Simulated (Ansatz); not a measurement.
# CH₂Si (singlet): from Hartree-Fock to the top rungs at a displaced geometry (v2), cc-pVDZ

Aim: climb from Hartree-Fock through coupled cluster and multireference methods for CH₂Si (singlet) at one geometry and basis, and see what each rung misses.

Computed with Ansatz 0.2.0, Gaussian basis. Level: cc-pVDZ, core rule «outside noble gas», up to 6 orbitals frozen.

To be run: UHF; CCSD(T) on RHF; CCSD(T) on UHF; BCCD(T) on RHF; CISD; CCSDT(Q) on RHF; CCSDT(Q) on UHF; CASSCF and MRCISD+Q, 10 electrons in 10 orbitals; CASSCF and NEVPT2, 10 electrons in 10 orbitals.

15 further runs of the same task are left out: 7 that didn't finish, 8 set aside as unsound or not needed.

### Step 1. The system

The geometry is a PBE0/def2-TZVP stationary point (not a proven minimum) with its atoms shifted at random (size 0.100 Å).

4 atoms, charge 0, spin multiplicity 1.

Atoms are counted from 1 here; the program's logs count them from 0.

Bond lengths: Si1–C2 1.771 Å, Si1–H3 1.466 Å, Si1–H4 1.561 Å. Angles: C2–Si1–H3 120.7°, C2–Si1–H4 120.2°, H3–Si1–H4 118.3°.

### Step 2. UHF

in.yaml reads:

```yaml
crystal:
  periodic: [false, false, false]
  atoms:
    - {symbol: Si, position_ang: [0.049259, 0.000086, 0.465753]}
    - {symbol: C, position_ang: [-0.115615, 0.008460, -1.297202]}
    - {symbol: H, position_ang: [-0.038995, 1.247316, 1.230747]}
    - {symbol: H, position_ang: [0.044114, -1.350514, 1.248961]}
basis:
  gaussian: {orbitals: cc-pVDZ}
magnetization: {spin_polarized: true, initial_magnetization: 0}
hamiltonian: {xc: hf}
output: {orbitals: {seedname: orbitals}}
```

Run with:

```
> ansatz run in.yaml --threads 1 --pin off --events-out ev --progress --plain --max-ram 2393MiB
```

After this run come: CCSD(T) on RHF; CCSD(T) on UHF; BCCD(T) on RHF; CISD; CCSDT(Q) on RHF; CCSDT(Q) on UHF; CASSCF and MRCISD+Q, 10 electrons in 10 orbitals; CASSCF and NEVPT2, 10 electrons in 10 orbitals.

Before running them: what should the planned runs give, taken together? Wanted: RCCSDT(Q) below the RHF energy; RMP2 from RCCSDT(Q); UMP2 from RCCSDT(Q); RCCSD from RCCSDT(Q); RCCSD(T) from RCCSDT(Q); UCCSD(T) from RCCSDT(Q); UCCSDT(Q) from RCCSDT(Q); NEVPT2 valence from RCCSDT(Q); MRCISD+Q valence from RCCSDT(Q).

The runs gave:

```
                         quantity                                        value
   RCCSDT(Q) below the RHF energy                                   -6.8708 eV
              RMP2 from RCCSDT(Q)                                +145.2 kJ/mol
              UMP2 from RCCSDT(Q)                                +184.3 kJ/mol
             RCCSD from RCCSDT(Q)                                 +33.5 kJ/mol
          RCCSD(T) from RCCSDT(Q)                                  +6.6 kJ/mol
          UCCSD(T) from RCCSDT(Q)                                 +10.9 kJ/mol
         UCCSDT(Q) from RCCSDT(Q)                                  -0.1 kJ/mol
    NEVPT2 valence from RCCSDT(Q)                                 +93.9 kJ/mol
  MRCISD+Q valence from RCCSDT(Q)                                  +3.6 kJ/mol
levels within 1 kcal/mol (43 meV)  RCCSDT, UCCSDT, UCCSDT(Q), MRCISD+Q valence
                    T1 diagnostic                                        0.024
   effectively unpaired electrons                                         0.15
```

What this shows: RCCSD(T) misses by +6.6 kJ/mol, 1.0 % of the correlation energy. CCSD(T) misses by +6.6 kJ/mol on the restricted determinant and by +10.9 kJ/mol on the unrestricted one; the two need not hold the same state or core. One determinant dominates. Of the multireference levels listed MRCISD+Q valence comes nearest in total energy (+3.6 kJ/mol), which doesn't show that its space is the better one. These misses are within one basis, not against nature.
